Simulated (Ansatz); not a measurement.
# Tetramethylammonium (C4H12N+): up Jacob's ladder to CCSD(T)

One table from this session's results is given with a row withheld; the runs are named, their logs left out.

Method: functionals in def2-TZVPP, the program's frozen cores in correlated methods; program: Ansatz 0.2.0, Gaussian basis.

Levels to be run: LDA (SPW92), PBE-D4, revPBE-D4, BLYP-D4, r2SCAN-D4, B97M-V, PBE0-D4, B3LYP-D4, r2SCANh-D4, r2SCAN0-D4, HSE06-D4, BHLYP-D4, CAM-B3LYP-D4, LC-ωPBE, ωB97X-V, ωB97M-V, B2PLYP, PBE-QIDH; CCSD(T)/def2-SVP; CCSD(T)/def2-TZVPP; MP2/def2-QZVPP; extrapolation to the limit; RPA on PBE.

## The geometry

All runs share one geometry, relaxed beforehand with PBE0-D4 in a triple-zeta def2 set.

SMILES `C[N+](C)(C)C`, 17 atoms, charge 1, spin multiplicity 1.

Atoms are counted from 1 here; the program's logs count them from 0.

Bond lengths: C1–N2 1.490 Å, C1–H6 1.089 Å, C1–H7 1.089 Å, C1–H8 1.089 Å, N2–C3 1.490 Å, N2–C4 1.490 Å, N2–C5 1.490 Å, C3–H9 1.089 Å, C3–H10 1.089 Å, C3–H11 1.089 Å, C4–H12 1.089 Å, C4–H13 1.089 Å, C4–H14 1.089 Å, C5–H15 1.089 Å, C5–H16 1.089 Å, C5–H17 1.089 Å. Angles: N2–C1–H6 108.9°, N2–C1–H7 108.9°, N2–C1–H8 108.9°, H6–C1–H7 110.0°, H6–C1–H8 110.0°, H7–C1–H8 110.0°, C1–N2–C3 109.5°, C1–N2–C4 109.5°, C1–N2–C5 109.5°, C3–N2–C4 109.5°, C3–N2–C5 109.5°, C4–N2–C5 109.5°, N2–C3–H9 108.9°, N2–C3–H10 108.9°, N2–C3–H11 108.9°, H9–C3–H10 110.0°, H9–C3–H11 110.0°, H10–C3–H11 110.0° and more.

Set-up of the first run:

Contents of in.yaml:

```yaml
crystal:
  periodic: [false, false, false]
  atoms:
    - {symbol: C, position_ang: [-0.234035, 0.553805, -1.362793]}
    - {symbol: N, position_ang: [-0.000003, -0.000001, 0.000005]}
    - {symbol: C, position_ang: [1.350265, 0.409547, 0.477226]}
    - {symbol: C, position_ang: [-0.079923, -1.486623, -0.047724]}
    - {symbol: C, position_ang: [-1.036298, 0.523269, 0.933283]}
    - {symbol: H, position_ang: [-0.171604, 1.639742, -1.318180]}
    - {symbol: H, position_ang: [0.526329, 0.164377, -2.037582]}
    - {symbol: H, position_ang: [-1.223276, 0.251169, -1.701854]}
    - {symbol: H, position_ang: [1.512746, -0.001225, 1.472223]}
    - {symbol: H, position_ang: [1.398285, 1.496619, 0.510599]}
    - {symbol: H, position_ang: [2.100101, 0.024529, -0.211732]}
    - {symbol: H, position_ang: [0.090441, -1.881700, 0.952293]}
    - {symbol: H, position_ang: [0.681772, -1.859496, -0.730318]}
    - {symbol: H, position_ang: [-1.068843, -1.775987, -0.399086]}
    - {symbol: H, position_ang: [-0.856093, 0.114614, 1.926095]}
    - {symbol: H, position_ang: [-2.018699, 0.217720, 0.577376]}
    - {symbol: H, position_ang: [-0.971143, 1.609630, 0.960168]}
basis:
  gaussian: {orbitals: def2-TZVPP}
total_charge: 1
hamiltonian: {xc: lda}
output: {orbitals: {seedname: orbitals}}
```

Launch:

```bash
$ ansatz run in.yaml --threads 4 --pin off --events-out ev --progress --plain --max-ram 11315MiB
```

Among the steps run: LDA; PBE-D4 (GGA); revPBE-D4 (GGA); BLYP-D4 (GGA); r2SCAN-D4 (meta-GGA); B97M-V (meta-GGA); B3LYP-D4 (hybrid); r2SCANh-D4 (hybrid); r2SCAN0-D4 (hybrid); HSE06-D4 (hybrid); BHLYP-D4 (hybrid); CAM-B3LYP-D4 (range-separated); LC-ωPBE (range-separated); ωB97X-V (range-separated); ωB97M-V (range-separated); B2PLYP (double hybrid); PBE-QIDH (double hybrid).

One of the session's tables, all rows but one given; the rest of the session is left out.

It belongs to the step «Orbital energies across the functionals». Levels are read from the orbital files that the runs wrote:

```
  functional  HOMO (eV)  LUMO (eV)  gap (eV)
 LDA (SPW92)     -14.47      -5.11      9.36
      PBE-D4     -14.49      -4.82      9.67
   revPBE-D4     -14.48      -4.68      9.80
     BLYP-D4     -14.44      -4.75      9.69
   r2SCAN-D4     -14.87      -4.27     10.60
      B97M-V          ?          ?         ?
     PBE0-D4     -16.04      -3.91     12.13
    B3LYP-D4     -15.83      -4.21     11.62
  r2SCANh-D4     -15.43      -3.96     11.47
  r2SCAN0-D4     -16.28      -3.53     12.75
    HSE06-D4     -15.63      -4.28     11.34
    BHLYP-D4     -17.50      -3.16     14.34
CAM-B3LYP-D4     -17.53      -3.03     14.50
     LC-ωPBE     -18.96      -1.71     17.25
     ωB97X-V     -18.59      -1.93     16.66
     ωB97M-V     -18.42      -2.33     16.09
```

Estimate the missing values for B97M-V.

**Answer.** HOMO (eV): -15.01; LUMO (eV): -4.69; gap (eV): 10.32. In the column «HOMO (eV)» it lies between r2SCANh-D4 (-15.43) and r2SCAN-D4 (-14.87).
